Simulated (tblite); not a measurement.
C₄H₁₂NP.
Atom-mapped SMILES: `[CH3:1][PH:2][CH2:3][N:4]([CH3:5])[CH3:6]` (hydrogens: H7, H8, H9 on C1; H10 on P2; H11, H12 on C3; H13, H14, H15 on C5; H16, H17, H18 on C6)

Geometry (GFN2-xTB, Å), atoms numbered from 1 in this order:
```
atom  x, y, z in Å
C1     2.9793   -0.2398    0.1217
P2     1.5323    0.9021    0.3161
C3     0.1914   -0.3570   -0.0048
N4    -1.0612    0.3025   -0.2945
C5    -2.0374   -0.6195   -0.8379
C6    -1.5765    0.9989    0.8638
H7     3.8895    0.3548    0.0931
H8     3.0247   -0.8936    0.9921
H9     2.9084   -0.8433   -0.7815
H10    1.5425    1.3815   -0.9985
H11    0.1265   -1.0268    0.8763
H12    0.4775   -0.9643   -0.8698
H13   -2.3015   -1.4238   -0.1328
H14   -1.6430   -1.0699   -1.7484
H15   -2.9420   -0.0677   -1.0896
H16   -1.8098    0.3174    1.6973
H17   -0.8281    1.7172    1.1997
H18   -2.4813    1.5376    0.5861
```

Calculated harmonic vibrations of the isolated species, GFN2-xTB (tblite), most abundant isotopes, no scaling. Against measured fundamentals such values can be off by several per cent, at times by over 20. Modes of hydrogen on phosphorus can be 10 to 20 % off. One conformer, not necessarily the lowest.

Harmonic wavenumbers (cm⁻¹): 38.3, 85.4, 146.7, 179.5, 224.5, 235.7, 265.1, 358.6, 382.8, 442.8, 701.6, 727.6, 747.1, 777.8, 877.2, 895.1, 950.3, 983.3, 1039.7, 1059.0, 1078.5, 1120.1, 1167.5, 1242.3, 1267.3, 1288.7, 1320.1, 1409.2, 1421.2, 1442.7, 1448.5, 1457.9, 1478.8, 1484.1, 1492.6, 1495.3, 2271.2, 2749.3, 2840.8, 2850.0, 2923.4, 2995.3, 2997.5, 3001.9, 3007.2, 3013.0, 3016.2, 3024.8.

A = 6094, B = 1447, C = 1258 MHz; mass 105.071 u (most abundant isotopes); point group C1, symmetry number 1.

Task: Zero-point energy?

Result: Half the sum of the wavenumbers: 33712 cm⁻¹ = 403.28 kJ/mol.

Task: Entropy at 298.15 K, 1 bar (ideal gas, RRHO, classical rotation)?

Result: Translation 166.91, rotation 116.16, vibration 103.17: S = 386.2 J/(mol K).

Task: And Cp and H(298.15 K) − H(0)?

Result: Cp = 138.91 J/(mol K), of which vibrations give 105.65 (their classical limit is 48 R = 399.1); H(298.15 K) − H(0) = 26.02 kJ/mol without the zero-point energy, 16.10 from vibrations.

Task: Blend soft modes into free rotors: weight 1/[1 + (100 cm⁻¹/ν̃)⁴] for the oscillator and the rest for a rotor with moment μB/(μ + B), μ = h/(8π²ν), B = 10⁻⁴⁴ kg m². What vibrational entropy results?

Result: 94.72 J/(mol K) in place of 103.17, which changes −T·S at 298.15 K by +2.52 kJ/mol.

Task: How do the functions run with temperature in this model?

Result: 
| T (K) | S (J/(mol K)) | Cp (J/(mol K)) | H − H(0) (kJ/mol) | G − H(0) (kJ/mol) | ln q(vib) |
| --- | --- | --- | --- | --- | --- |
| 100 | 277.4 | 72.4 | 5.12 | -22.61 | 1.52 |
| 200 | 338.1 | 105.4 | 14.07 | -53.54 | 3.75 |
| 300 | 387.1 | 139.6 | 26.28 | -89.85 | 5.95 |
| 500 | 475.0 | 208.3 | 61.27 | -176.22 | 10.28 |
| 800 | 590.0 | 281.2 | 135.55 | -336.46 | 16.59 |
| 1000 | 656.5 | 314.2 | 195.25 | -461.23 | 20.59 |

q(vib) and H(0) count from the zero-point level.

Task: Which modes carry the vibrational entropy at 298.15 K?

Result: 38.3 cm⁻¹: 22.36; 85.4 cm⁻¹: 15.74; 146.7 cm⁻¹: 11.36; 179.5 cm⁻¹: 9.76; 224.5 cm⁻¹: 8.04; 235.7 cm⁻¹: 7.68 J/(mol K); the other 42 give 28.22 together.

Hindered rotation and anharmonicity are outside this model. Other conformers, if any are populated, would add a mixing term that is left out. The structure is chiral; the term R ln 2 for an equal mix with its mirror image is left out.
